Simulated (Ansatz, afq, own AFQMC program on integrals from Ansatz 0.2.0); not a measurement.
# CH₃B, singlet in cc-pVDZ, levels against CCSDT(Q)

```yaml
atoms:
  - { symbol: B, position_ang: [-1.1131, 0.0102, 0.0089] }
  - { symbol: C, position_ang: [0.7248, -0.0067, -0.0058] }
  - { symbol: H, position_ang: [1.0912, -1.0414, -0.0035] }
  - { symbol: H, position_ang: [1.1126, 0.5100, 0.8818] }
  - { symbol: H, position_ang: [1.0983, 0.5011, -0.9045] }
```

Connectivity, by distances: B–CH3.

Basis cc-pVDZ. Noble-gas cores (and the filled d shells of Ga–Kr and In–Xe) are frozen. Ansatz 0.2.0 and our own AFQMC program on the same integrals; the CISD trial comes from CCSD amplitudes, and released means the phaseless constraint is let go. Uncertainties: one standard error, sampling alone.

Determinant: RHF, the one that the program's search chose, which needn't be the lowest solution. The geometry is a point of a scan.

No full CI on the walks' own integrals is used here; CCSDT(Q) serves as the reference and is uncertain by about the last step of the cluster series.

Cautions: higher spins were not checked; restricted determinant unstable towards unrestricted (UHF 89 meV lower, ⟨S²⟩ 0.35); the released energies move by 1.5 errors or more from one time to the next, so no released level is given (meV from the phaseless value at times in 1/Eh: -18 ± 12 at 0.24, -37 ± 11 at 0.51, -20 ± 10 at 0.99, -12 ± 11 at 1.62, -40 ± 16 at 2.40), though the last usable value meets CCSDT(Q) within the noise.

```
T1 diagnostic                               : 0.0126
weight of the determinant in the CISD state : 0.865
size of the correlated space                : 10 electrons in 41 orbitals
```

Reference: CCSDT(Q), correlation energy -6.883 eV.

```
        level  E − E(reference) (kcal/mol)  share of correlation (%)
           HF                       158.73                      0.00
          MP2                        30.16                     81.00
         CCSD                         5.00                     96.85
      CCSD(T)                         0.78                     99.51
        CCSDT                         0.25                     99.85
ph-AFQMC/CISD                  0.53 ± 0.31                     99.67
```

A walk keeps the symmetry of its determinant, which the program's search chose and which needn't be the lowest solution, so a lower state of the same spin and another symmetry isn't excluded.
